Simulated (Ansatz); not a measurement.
# CH4BS: the cost of one run

Method: UKS BLYP/def2-mTZVP, in Ansatz 0.2.0.

## (1) Starting point

Bond lengths: C1–B2 1.595 Å, B2–S3 1.709 Å, C1–H4 1.089 Å, C1–H5 1.086 Å, C1–H6 1.088 Å, B2–H7 1.175 Å. Angles: C1–B2–S3 123.6°, C1–B2–H7 119.0°, S3–B2–H7 117.4°, B2–C1–H4 110.2°, B2–C1–H5 112.6°, B2–C1–H6 110.5°, H4–C1–H5 108.2°, H4–C1–H6 106.9°, H5–C1–H6 108.3°.

Coordinates:

```xyz
7

C    -0.6243    0.3654   -0.1300
B     0.7810   -0.3691    0.0376
S     1.1584   -1.4028    1.3450
H    -1.4242   -0.3683   -0.2147
H    -0.6578    1.0055   -1.0062
H    -0.8445    0.9730    0.7458
H     1.6113   -0.2037   -0.7774
```

## (2) Relaxing end A

File input.yaml:

```yaml
crystal:
  periodic: [false, false, false]
  atoms:
    - { symbol: C, position_ang: [-0.62433, 0.36544, -0.13004] }
    - { symbol: B, position_ang: [0.78097, -0.36913, 0.03759] }
    - { symbol: S, position_ang: [1.15844, -1.40284, 1.34503] }
    - { symbol: H, position_ang: [-1.42415, -0.36827, -0.21472] }
    - { symbol: H, position_ang: [-0.65776, 1.00548, -1.00619] }
    - { symbol: H, position_ang: [-0.84446, 0.97303, 0.74576] }
    - { symbol: H, position_ang: [1.61129, -0.20372, -0.77744] }
magnetization:
  spin_polarized: true
  initial_magnetization: 1
basis:
  gaussian: { orbitals: def2-mTZVP }
hamiltonian:
  xc: blyp
relax:
  f_tol: 0.02
  max_steps: 50
output:
  orbitals: {}
```

The run is started by

```console
ansatz run input.yaml --threads 2 --pin off --max-ram 3072MiB --backend cpu --events-out ev --progress --plain --runs-dir out
```

**Question.** How long does this run take on 2 threads of Arm Neoverse V2, shared host, and how much memory does it need?

About 17 s, with a peak of 0.16 GiB.
